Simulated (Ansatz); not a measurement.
Ansatz (a first-principles code) input (CCSD(T)/aug-cc-pVDZ):

Ansatz 0.2 input:
```yaml
crystal:
  periodic: [false, false, false]
  atoms:
    - {symbol: C, position_ang: [0.00000034, -0.00879282, 0.11429267]}
    - {symbol: C, position_ang: [0.00063634, 0.06997282, 1.38676583]}
    - {symbol: C, position_ang: [-0.00016681, 0.04932928, -1.23370407]}
    - {symbol: H, position_ang: [-0.00240573, -0.82834392, 2.00699519]}
    - {symbol: H, position_ang: [0.92338430, 0.07933898, -1.80581793]}
    - {symbol: H, position_ang: [-0.92379778, 0.08594923, -1.80530386]}
basis:
  gaussian:
    orbitals: aug-cc-pVDZ
total_charge: -1
magnetization: {spin_polarized: false}
correlation: {method: ccsd_t, electrons: outside_noble_gas}
output: {forces: true}
```

End of the output:

```
cycle  10  -12.11923355 eV  change    1.5e-5 eV  update   5.4e-5
cycle  11  -12.11922062 eV  change    1.3e-5 eV  update   2.5e-5
cycle  12  -12.11923981 eV  change   -1.9e-5 eV  update   1.1e-5
cycle  13  -12.11924391 eV  change   -4.1e-6 eV  update   4.0e-6
cycle  14  -12.11924809 eV  change   -4.2e-6 eV  update   1.9e-6
perturbative correction -0.58875983 eV, -0.0216365248 hartree
the calculation of the forces begins
Total energy: -3148.67965276 eV, -115.7118429874 hartree
Atom 0 at     0.000000    -0.008793     0.114293 Å, force    -0.001131    -0.257110    -0.756999 eV/Å
Atom 1 at     0.000636     0.069973     1.386766 Å, force     0.002394     0.505608     2.099614 eV/Å
Atom 2 at    -0.000167     0.049329    -1.233704 Å, force    -0.000086     0.068138    -1.184120 eV/Å
Atom 3 at    -0.002406    -0.828344     2.006995 Å, force    -0.001183    -0.353632     0.297370 eV/Å
Atom 4 at     0.923384     0.079339    -1.805818 Å, force     0.413854     0.017017    -0.228048 eV/Å
Atom 5 at    -0.923798     0.085949    -1.805304 Å, force    -0.413848     0.019979    -0.227817 eV/Å
Dipole moment:    -0.001161    -0.293609    -0.397873 e Å
```

It need not be the lowest isomer of its formula. Whether it binds its extra electron was not tested at this geometry.
